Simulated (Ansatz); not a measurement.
Total energies of `BS[SiH3]`.

```xyz
8

B    -1.473    0.782    0.362
S    -0.761    0.138   -1.131
Si    1.105   -0.602   -0.347
H    -0.896    0.715    1.405
H    -2.551    1.283    0.272
H     0.844   -1.638    0.681
H     1.882    0.514    0.244
H     1.850   -1.193   -1.485
```

The species carries charge 0 and has multiplicity 1. All single points use the PBE0-D4/def2-TZVP geometry. Basis def2-TZVPP, the Gaussian-basis code of Ansatz.

RPA on PBE orbitals: Hartree–Fock energy of these orbitals -714.08157 Eh, correlation -0.76874 Eh (frozen core).

| functional | energy without D4 (Eh) | D4 term (kJ/mol) |
| --- | --- | --- |
| PBE | -715.21677 | -15.6 |
| HSE06 (plane-wave form) | -715.27476 | -12.3 |

Q: Give the same for LDA (SPW92), revPBE, BLYP, r2SCAN, B97M-V, PBE0, B3LYP, r2SCANh, r2SCAN0, BHLYP, CAM-B3LYP, LC-ωPBE, ωB97X-V, ωB97M-V, B2PLYP, PBE-QIDH. (An estimate is asked.)

A: Computed: 
| functional | energy without D4 (Eh) | D4 term (kJ/mol) |
| --- | --- | --- |
| LDA (SPW92) | -712.72525 | – |
| revPBE | -715.45237 | -44.9 |
| BLYP | -715.56512 | -34.3 |
| r2SCAN | -715.51982 | -3.5 |
| B97M-V | -715.43111 | – |
| PBE0 | -715.29128 | -13.1 |
| B3LYP | -715.64497 | -25.5 |
| r2SCANh | -715.51659 | -3.8 |
| r2SCAN0 | -715.51247 | -4.3 |
| BHLYP | -715.58135 | -20.6 |
| CAM-B3LYP | -715.58958 | -13.4 |
| LC-ωPBE | -715.36757 | – |
| ωB97X-V | -715.48384 | – |
| ωB97M-V | -715.52333 | – |
| B2PLYP | -715.31551 | – |
| PBE-QIDH | -715.11804 | – |

B3LYP takes the VWN-RPA correlation (the form of Gaussian; ORCA's B3LYP/G). HSE06 is the plane-wave form, built on full-range PBE exchange. The double hybrids freeze the cores in their second-order part.

LC-ωPBE has ω = 0.4 bohr⁻¹.
